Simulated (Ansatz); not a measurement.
A nudged elastic band was laid between two geometries of CH3BS (6 atoms, charge 0, multiplicity 1).

All numbers below come from Ansatz 0.2.0, UKS LDA/def2-SVP.

```json
{
  "movable images": "5",
  "climbing image": "yes",
  "spring": "5.0 eV/Å²",
  "optimiser": "quadratic models (default)",
  "start path": "through a guess of the saddle point",
  "force threshold": "0.05 eV/Å",
  "iteration limit": "60",
  "end points": "relaxed"
}
```

First end point:

```xyz
6
Properties=species:S:1:pos:R:3
B -0.564 -0.252 -0.338
C 0.646 0.496 0.187
S 0.684 -0.654 1.350
H -0.422 -1.063 -1.242
H -1.684 0.122 -0.025
H 1.340 1.351 0.068
```

Last end point:

```xyz
6
Properties=species:S:1:pos:R:3
B -0.902 -0.420 -0.525
C 0.203 -0.054 0.264
S 1.426 0.231 1.254
H -0.745 -1.170 -1.478
H -2.012 0.020 -0.260
H 2.031 1.393 0.746
```

(1) Which bonds break or form, and what moves?

(2) What energy profile does the band end with?

(3) What is the geometry of the highest image?

(4) What are the harmonic wavenumbers there?

The band took 26 iterations and about 2.3 core-minutes.

Results:

(1) Bonds broken: B1–S3, C2–H6. Bonds formed: S3–H6.

(2) It converged. The highest image is number 4 of 0 to 6, 203.5 kJ/mol above the first end and 112.2 kJ/mol above the last; the last end lies 91.3 kJ/mol above the first. A vibrational analysis at the climbing image gives one clearly imaginary mode, 1314i cm⁻¹: a first-order saddle point. The orbitals stay closed-shell, which can raise the energy where a bond breaks towards radicals; this wasn't checked here.

```
image  path coordinate (Å)  energy (kJ/mol)  B1–S3 (Å)  C2–H6 (Å)  S3–H6 (Å)
    0                 0.00              0.0       2.14       1.11       2.47
    1                 0.51             25.5       2.57       1.11       2.43
    2                 1.02             54.2       2.90       1.13       2.36
    3                 1.53            101.3       3.09       1.14       1.95
    4                 2.04            203.5       3.07       1.49       1.45
    5                 2.66            111.9       2.97       2.17       1.37
    6                 3.28             91.3       3.00       2.38       1.41
```

(3) 
```xyz
6
Properties=species:S:1:pos:R:3
B -0.771 -0.295 -0.452
C 0.286 -0.089 0.454
S 1.568 0.215 1.477
H -0.641 -1.106 -1.359
H -1.798 0.362 -0.344
H 1.357 0.914 0.225
```

(4) 1314i, 200, 249, 529, 604, 697, 702, 934, 1534, 2266, 2480, 2553 cm⁻¹.

Time of the run: 2.3 min on 1 CPU thread of a shared host.
